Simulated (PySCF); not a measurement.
C2H6O, SMILES COC (connectivity only; charge and spin as stated), charge +1, multiplicity 2. Atoms are numbered in the order given.

```xyz
9

C      1.2137    -0.0003     0.1859
O      0.0000     0.0000    -0.4964
C     -1.2137     0.0003     0.1859
H      1.0980    -0.0050     1.2674
H      1.7775    -0.8666    -0.2030
H      1.7723     0.8736    -0.1943
H     -1.0980     0.0050     1.2674
H     -1.7775     0.8666    -0.2030
H     -1.7723    -0.8736    -0.1943
```
Charge +1, spin multiplicity 2.

Geometry optimised at PBE0-D3(BJ)/def2-TZVP. The spin state was assumed, not searched.

Computed with PySCF with B3LYP/def2-TZVPD.

Mulliken values depend strongly on the basis, most of all with diffuse functions as here. Atomic charges (e):

| atom | meta-Löwdin | Mulliken | Mulliken spin |
|---|---|---|---|
| C1 | -0.10 | -0.46 | 0.02 |
| O2 | 0.03 | -0.03 | 0.66 |
| C3 | -0.10 | -0.46 | 0.02 |
| H4 | 0.16 | 0.33 | 0.00 |
| H5 | 0.22 | 0.32 | 0.08 |
| H6 | 0.22 | 0.32 | 0.08 |
| H7 | 0.16 | 0.33 | 0.00 |
| H8 | 0.22 | 0.32 | 0.08 |
| H9 | 0.22 | 0.32 | 0.08 |
